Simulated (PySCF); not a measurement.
**Al(NH2Me)H3 (CH₈AlN): a look at the electrons**

For Al(NH2Me)H3 (CH₈AlN), the scripts below localise its valence orbitals and analyse its density (charges, bond critical points, surface potential).

Computed with PySCF 2.14.0. Level: levels as typed in each script, gas phase, geometry from GFN2-xTB.

## (1) Where the work starts

11 atoms, charge 0, spin multiplicity 1.

Bond lengths: Al1–N2 2.045 Å, Al1–H9 1.575 Å, Al1–H10 1.567 Å, Al1–H11 1.573 Å, N2–C3 1.462 Å, N2–H4 1.016 Å, N2–H5 1.023 Å, C3–H6 1.093 Å, C3–H7 1.085 Å, C3–H8 1.092 Å. Angles: N2–Al1–H9 98.5°, N2–Al1–H10 98.9°, N2–Al1–H11 95.9°, H9–Al1–H10 118.1°, H9–Al1–H11 118.2°, H10–Al1–H11 118.3°, Al1–N2–C3 111.7°, Al1–N2–H4 109.3°, Al1–N2–H5 108.7°, C3–N2–H4 110.3°, C3–N2–H5 110.1°, H4–N2–H5 106.6°, N2–C3–H6 112.8°, N2–C3–H7 108.6°, N2–C3–H8 108.5°, H6–C3–H7 109.5°, H6–C3–H8 109.6°, H7–C3–H8 107.8°.

Coordinates:

```csv
atom,x (Å),y (Å),z (Å)
Al1,-1.2787,0.1522,0.0002
N2,0.6029,-0.6478,-0.0012
C3,1.6315,0.3911,0.0000
H4,0.7106,-1.2492,-0.8124
H5,0.7056,-1.2458,0.8220
H6,2.6450,-0.0176,0.0011
H7,1.4943,1.0154,-0.8770
H8,1.4890,1.0191,0.8820
H9,-1.1907,0.9534,-1.3525
H10,-1.1989,0.9590,1.3414
H11,-2.0406,-1.2245,0.0012
```

## (2) Localised orbitals (B3LYP/aug-cc-pvdz)

input.py

```python
import numpy as np
from pyscf import gto, scf, dft, lo
from pyscf.data.elements import chemcore

def solve(mol, dm0=None, hcore=None):
    mf = (dft.UKS if mol.spin else dft.RKS)(mol, xc='b3lyp')
    mf.grids.level = 3
    mf = mf.density_fit(auxbasis='def2-universal-jkfit')
    mf.conv_tol, mf.max_cycle = 1e-8, 80
    if hcore is not None:
        mf.get_hcore = lambda *args: hcore
    mf.kernel(dm0)
    if not mf.converged:
        mf = mf.newton().run(mf.mo_coeff, mf.mo_occ, max_cycle=30)
    assert mf.converged, 'SCF not converged'
    return mf

mol = gto.M(atom='''
Al    -1.27873     0.15218     0.00019
N      0.60286    -0.64779    -0.00116
C      1.63154     0.39108    -0.00002
H      0.71060    -1.24922    -0.81237
H      0.70564    -1.24579     0.82202
H      2.64497    -0.01757     0.00112
H      1.49430     1.01537    -0.87705
H      1.48896     1.01905     0.88196
H     -1.19073     0.95336    -1.35255
H     -1.19890     0.95900     1.34142
H     -2.04060    -1.22448     0.00124
''', basis='aug-cc-pvdz', charge=0, spin=0, verbose=4)
mf = solve(mol)
occ_all = mf.mo_coeff[:, mf.mo_occ > 0]
occ = occ_all[:, chemcore(mol):]
loc = lo.ibo.ibo(mol, occ, iaos=lo.iao.iao(mol, occ_all))
fock, s = mf.get_fock(), mf.get_ovlp()
ortho = lo.orth_ao(mol, 'meta_lowdin')
ortho = lo.vec_lowdin(lo.iao.iao(mol, occ_all), s)
labels = lo.iao.reference_mol(mol).ao_labels(fmt=None)
vir = lo.vvo.livvo(mol, occ_all, mf.mo_coeff[:, mf.mo_occ == 0])
both = np.hstack([loc, vir])
p = (ortho.T @ s @ both) ** 2
pop = np.array([p[[l[0] == a for l in labels]].sum(0) for a in range(mol.natm)])
spd = np.array([[p[[l[0] == a and l[2][-1] == k for l in labels]].sum(0) for k in 'spd'] for a in range(mol.natm)])
eps = np.einsum('pi,pq,qi->i', both, fock, both)
for i in np.argsort(eps):
    top = np.argsort(-pop[:, i])[:3]
    print('%3d %s %9.4f Eh ' % (i + 1, 'occ' if i < loc.shape[1] else 'vir', eps[i]), '  '.join('%s%d %.3f' % (mol.atom_symbol(a), a + 1, pop[a, i]) for a in top))
np.savez('result.npz', c=both, nocc=loc.shape[1], pop=pop, spd=spd, eps=eps, e=mf.e_tot)
```

Command:

```
> OMP_NUM_THREADS=1 python input.py
```

## (4) Density, bond paths and surface potential (PBE0/6-31g*)

input.py

```python
import numpy as np
from pyscf import gto, scf, dft
from pyscf.scf import atom_ks, atom_hf
from scipy.linalg import block_diag

def solve(mol, dm0=None, hcore=None):
    mf = (dft.UKS if mol.spin else dft.RKS)(mol, xc='pbe0')
    mf.grids.level = 3
    mf = mf.density_fit(auxbasis='def2-universal-jkfit')
    mf.conv_tol, mf.max_cycle = 1e-8, 80
    if hcore is not None:
        mf.get_hcore = lambda *args: hcore
    mf.kernel(dm0)
    if not mf.converged:
        mf = mf.newton().run(mf.mo_coeff, mf.mo_occ, max_cycle=30)
    assert mf.converged, 'SCF not converged'
    return mf

mol = gto.M(atom='''
Al    -1.27873     0.15218     0.00019
N      0.60286    -0.64779    -0.00116
C      1.63154     0.39108    -0.00002
H      0.71060    -1.24922    -0.81237
H      0.70564    -1.24579     0.82202
H      2.64497    -0.01757     0.00112
H      1.49430     1.01537    -0.87705
H      1.48896     1.01905     0.88196
H     -1.19073     0.95336    -1.35255
H     -1.19890     0.95900     1.34142
H     -2.04060    -1.22448     0.00124
''', basis='6-31g*', charge=0, spin=0, verbose=4)
mf = solve(mol)
mf.analyze()
# spherically averaged free atoms, for the promolecule
atm = atom_ks.get_atm_nrks(mol, xc='pbe0')
pro = block_diag(*[(atm[a[0]][2] * atm[a[0]][3]) @ atm[a[0]][2].T for a in mol._atom])
np.savez('result.npz', e=mf.e_tot, c=mf.mo_coeff, occ=mf.mo_occ, eps=mf.mo_energy, pro=pro, dip=mf.dip_moment(verbose=0), s2=mf.spin_square()[0])
```

(Steps that only read results are left out.)

Before running it: what results should come out? Wanted: dipole moment; HOMO, LUMO.

**Answer**, as computed:

| quantity | value |
| --- | --- |
| localised occupied orbitals above −45 eV (B3LYP/aug-cc-pvdz) | 10 |
| dipole moment (PBE0/6-31g*) | 5.37 D |
| HOMO, LUMO (PBE0/6-31g*) | -7.34, 0.43 eV |

**Reading.** At PBE0/6-31g*: The highest Hirshfeld charge is on Al1 (+0.24 e), the lowest on H11 (−0.20 e). All values hold at the given geometry, in the gas phase.
